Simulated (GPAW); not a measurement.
# B2H4F− (SMILES B[BH2-]F) at vdW-DF-cx/dzp (scalar-relativistic datasets)

Aim: a structure relaxation of B2H4F−. Input form: an ASE script.

Program for the calculation: GPAW 26.7.0.

3 further runs of the same task are left out: 2 that didn't finish, 1 set aside as unsound or not needed.

**1. Starting point**

B2H4F− has 7 atoms, charge -1, and is taken as a singlet. SMILES: `B[BH2-]F`. The shape is that of a GFN2-xTB optimisation. The run starts from this shape.

Bond lengths: B1–B2 1.681 Å, B2–F3 1.482 Å, B1–H4 1.197 Å, B1–H5 1.194 Å, B2–H6 1.236 Å, B2–H7 1.237 Å. Angles: B1–B2–F3 115.0°, B1–B2–H6 111.7°, B1–B2–H7 111.7°, F3–B2–H6 105.7°, F3–B2–H7 105.6°, B2–B1–H4 120.9°, B2–B1–H5 127.4°, H6–B2–H7 106.6°, H4–B1–H5 111.7°.

**2. A geometry optimisation at vdW-DF-cx/dzp (scalar-relativistic datasets)**

run.py reads:

```python
from ase import Atoms
from ase.io import write
from ase.optimize import FIRE
from gpaw import GPAW

# Structure
atoms = Atoms(['B', 'B', 'F', 'H', 'H', 'H', 'H'],
    positions=[[ -0.557490,  -0.547080,  -0.606600],
               [  0.368860,   0.392230,   0.434760],
               [  1.833710,   0.217080,   0.299000],
               [ -1.752900,  -0.488230,  -0.588920],
               [ -0.165490,  -1.324120,  -1.424330],
               [  0.111990,   0.150390,   1.619360],
               [  0.161310,   1.599740,   0.266740]])
atoms.set_cell([12.0, 12.0, 12.0])
atoms.center()

# GPAW settings
calc = GPAW(mode='lcao',
            basis='dzp',
            h=0.2,
            xc={'name': 'vdW-DF-cx', 'backend': 'libvdwxc'},
            charge=-1,
            maxiter=100,
            poissonsolver={'name': 'fast'},
            txt='-')
atoms.calc = calc

opt = FIRE(atoms, trajectory='run.traj')
converged = opt.run(fmax=0.05, steps=100)
print('Converged:', converged)
print(f'Final energy = {atoms.get_potential_energy():.5f} eV')
print(f'r(B1-B0)                {atoms.get_distance(1, 0):.4f} Ang')
print(f'r(H6-B1)                {atoms.get_distance(6, 1):.4f} Ang')
write('relaxed.xyz', atoms)
```

The run is started by

```sh
$ python3 -u run.py | tee run.out
```

The log of the run:

```text
[...]
Number of symmetries: 1
[...]
  Number of IBZ points: 1
[...]
basis functions: 59
Spin-components: 1 (collinear spins)
Bands:           15
[...]
  Valence electrons: 17.0
[...]
  Grid points: [60 60 60]
  Charge: -1.0  # |e|
[...]
    cutoffs:
[...]
occupation numbers:
  # Zero width
[...]
xc functional:
  name: vdW-DF-cx with libvdwxc
[...]
|iter     |     time |      energy | eigst |  dens |
[...]
|iter:   1| 00:00:32 |  -25.100007 |      c|       |
[...]
Converged in 9 steps
[...]
dipole moment: (-6.417783, -6.015645, -6.084169)  # |e|*Ang
Fermi level: 2.006
[...]
Converged in 7 steps
[...]
Converged in 6 steps
[...]
Converged in 6 steps
[...]
Converged in 4 steps
[...]
|iter:   5| 00:22:33 |  -24.690272c|      c| -4.23c|
Converged in 5 steps
[...]
Energy contributions relative to reference atoms: (reference = -4103.020569)
Energy contributions:
  Kinetic:          28.194335
  Coulomb:         -25.297970
  Zero:              0.444026
  External:          0.000000
  Xc:              -28.030663
  Entropy:           0.000000
  Spinorbit:         0.000000
  ----------------------------
  Free energy:     -24.690272
  Extrapolated:    -24.690272
dipole moment: (-6.376734, -6.003628, -6.067158)  # |e|*Ang
Fermi level: 2.013
Eigenvalues  # (at kpt = [0.000, 0.000, 0.000])
| band index |      eig [eV] | occ [0-2] |
|------------|---------------|-----------|
|          0 |       -21.460 |     2.000 |
|          1 |        -6.766 |     2.000 |
|          2 |        -5.177 |     2.000 |
|          3 |        -3.498 |     2.000 |
|          4 |        -2.998 |     2.000 |
|          5 |        -2.615 |     2.000 |
|          6 |        -1.911 |     2.000 |
|          7 |        -0.321 |     2.000 |
|          8 |         0.501 |     2.000 |
|          9 |         3.525 |     0.000 |
|         10 |         7.779 |     0.000 |
|         11 |         8.289 |     0.000 |
[...]
Gap: 3.024 eV
Transition (v -> c):
[...]
Forces  # eV/Ang
|        x |        y |        z |
|----------|----------|----------|
| -0.00818 |  0.01067 |  0.00330 |  # B    0
| -0.00959 |  0.00124 | -0.00107 |  # B    1
| -0.00361 |  0.02865 |  0.02303 |  # F    2
|  0.00145 | -0.02095 | -0.02116 |  # H    3
| -0.02141 |  0.02321 |  0.02092 |  # H    4
|  0.00642 |  0.00750 | -0.02319 |  # H    5
|  0.01243 | -0.02302 |  0.00514 |  # H    6
Force computation time: 0.692  # s
FIRE:   37 hh:mm:ss      -24.690272        0.037874
Converged: True
Final energy = -24.69027 eV
r(B1-B0)                1.6853 Ang
r(H6-B1)                1.2881 Ang
```

It took 23 min on 1 thread of AMD EPYC (Zen 3), shared host; peak memory 1.2 GiB.

The path in brief:

```
step  energy from the first frame kept (eV)  largest force (eV/Å)
   0                                 0.0000                1.5145
   2                                -0.1380                0.7163
   4                                -0.1565                0.7838
   6                                -0.1722                0.3876
   8                                -0.1767                0.2956
  10                                -0.1771                0.2764
  12                                -0.1778                0.2261
  14                                -0.1787                0.1651
  16                                -0.1796                0.1257
  18                                -0.1806                0.1057
  20                                -0.1816                0.1179
  22                                -0.1831                0.1235
  24                                -0.1849                0.1077
  26                                -0.1865                0.0945
  28                                -0.1886                0.0915
  30                                -0.1905                0.0796
  32                                -0.1922                0.0606
  34                                -0.1931                0.0801
  36                                -0.1935                0.0584
  37                                -0.1937                0.0379
```

After the run. Bond lengths: B1–B2 1.685 Å, B2–F3 1.460 Å, B1–H4 1.255 Å, B1–H5 1.258 Å, B2–H6 1.288 Å, B2–H7 1.288 Å. Angles: B1–B2–F3 120.0°, B1–B2–H6 105.0°, B1–B2–H7 105.1°, F3–B2–H6 111.5°, F3–B2–H7 111.6°, B2–B1–H4 118.8°, B2–B1–H5 129.4°, H6–B2–H7 101.9°, H4–B1–H5 111.8°.

**3. What came out**

Level: vdW-DF-cx/dzp (scalar-relativistic datasets).

| quantity | value |
| --- | --- |
| energy as printed (from the program's reference atoms) | -24.6903 eV |
| HOMO energy | 0.50 eV |
| LUMO energy | 3.52 eV |
| HOMO–LUMO gap (to an unbound level, set by the basis) | 3.02 eV |

At the final geometry: Bond lengths: B1–B2 1.685 Å, B2–F3 1.460 Å, B1–H4 1.255 Å, B1–H5 1.258 Å, B2–H6 1.288 Å, B2–H7 1.288 Å. Angles: B1–B2–F3 120.0°, B1–B2–H6 105.0°, B1–B2–H7 105.1°, F3–B2–H6 111.5°, F3–B2–H7 111.6°, B2–B1–H4 118.8°, B2–B1–H5 129.4°, H6–B2–H7 101.9°, H4–B1–H5 111.8°. The optimisation took 37 steps and changed the energy by -0.194 eV. The HOMO lies at positive energy, 0.50 eV; only total energies tell whether the electron is bound.
